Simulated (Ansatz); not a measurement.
Species: C4H5, charge 0, multiplicity 2. It need not be the lowest isomer of its formula. SMILES: C1[C@]2C[C@@H]12
Geometry: optimised at B3LYP-D3(BJ)/def2-TZVP (Ansatz, an electronic-structure program).

Parts of the frozen-core correlation energy in aug-cc-pVDZ (Ansatz, hartree). Frozen orbitals: 4; correlated occupied orbitals by spin: 11 and 10; virtual: 122 and 123. UHF or UKS for open shells. Spin-orbit coupling is left out. No relativistic terms.

```csv
term,value
reference (HF),-154.23577
MP2 opposite-spin,[?]
MP2 same-spin,-0.13454
CCSD correlation,[?]
(T),[?]
T1 diagnostic,0.015
largest doubles amplitude,0.021
<S^2> of the reference,0.762
```

Q: Some entries are withheld; supply them.

A: 
- MP2 opposite-spin, value: -0.40172
- CCSD correlation, value: -0.57412
- (T), value: -0.02354
